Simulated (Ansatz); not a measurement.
## Which method gave which barrier?

Saddle point of CH8OSi, closed shell (CH₆OSi ([CH3][SiH2][OH]) + H₂ → CH₆Si ([CH3][SiH3]) + H₂O; bonds formed: Si1–H7, O2–H6; bonds broken: Si1–O2, H6–H7), PBE0-D4/def2-TZVP structure:

```xyz
11
angstrom
Si -0.5518 0.0448 -0.0776
O -0.2193 -1.4837 0.9889
H -1.6093 0.0420 -1.1272
H -1.3240 0.6054 1.0948
C 0.8653 1.2409 -0.2886
H 0.0853 -1.7880 -0.0293
H 0.2510 -1.1955 -1.0258
H -0.9784 -1.9100 1.4082
H 1.3089 1.1685 -1.2823
H 0.5298 2.2649 -0.1072
H 1.6423 1.0108 0.4459
```

Program: Ansatz 0.2.0. Basis: def2-TZVPP, with def2-QZVPP for the basis limit. Cores are frozen in the correlated methods. B3LYP uses VWN-RPA correlation. Extrapolation: Hartree–Fock as exp(−7.88 √X), correlation as X^−2.97. Four methods, as single points on the PBE0-D4 structures, gave these electronic barriers from the start structure: 2.057, 2.411, 2.593, 3.076 eV.

Problem. The methods were, in alphabetical order, B3LYP-D4, BHLYP-D4, HF, PBE-D4. Which gave which? (A judgement: the text doesn't fix the answer.)

Solution. Computed: PBE-D4 2.057; B3LYP-D4 2.411; BHLYP-D4 2.593; HF 3.076 eV. For comparison, CCSD(T) at an estimated basis limit (MP2 extrapolated from triple and quadruple zeta, plus CCSD(T) − MP2 in triple zeta) gives 2.475 eV.

The T1 diagnostic stays at or below 0.012.

Labels in which every atom is bracketed show which atoms are joined, not bond orders.

For scale, one of the runs: CCSD(T)/def2-TZVPP, 216 basis functions, launched by `ansatz run in.yaml --threads 4 --pin off --events-out ev --progress --plain --max-ram 9574MiB`. The run took 62 s on 4 CPU threads of an Intel Xeon (shared host), with 3.1 GiB of host memory at its peak.
